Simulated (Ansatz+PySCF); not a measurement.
Results of a calculation; reference values are marked as such.
# Several solutions for singlet CH₃F in separate pieces

```json
{"atom": "C", "x (Å)": "0.0000", "y (Å)": "0.0000", "z (Å)": "-0.6187"}
{"atom": "F", "x (Å)": "0.0000", "y (Å)": "0.0000", "z (Å)": "3.4716"}
{"atom": "H", "x (Å)": "0.0000", "y (Å)": "-1.0360", "z (Å)": "-0.9966"}
{"atom": "H", "x (Å)": "-0.8972", "y (Å)": "0.5180", "z (Å)": "-0.9966"}
{"atom": "H", "x (Å)": "0.8972", "y (Å)": "0.5180", "z (Å)": "-0.9966"}
```

Basis set: STO-3G (spherical functions). Charge 0, multiplicity 1.

CASSCF(2,2) was run from several starts with Ansatz (development build ahead of 0.2.0) and PySCF 2.14.0. The starts are those of the Hartree–Fock orbitals from which the active space was taken at the frontier.

```csv
run,program,start,converged,energy (hartree),<S²>
A,Ansatz,"atomic start, no search",yes,-137.05275,0.00
B,Ansatz,search for the lowest state,yes,-137.05275,0.00
C,Ansatz,stability test followed,yes,-137.05275,0.00
D,PySCF,program defaults,no,–,–
```

(1) Which runs reached the lowest solution of this kind, and what is wrong with the others?

Answers

(1) A, B, C reached the lowest solution found. Not converged: D.
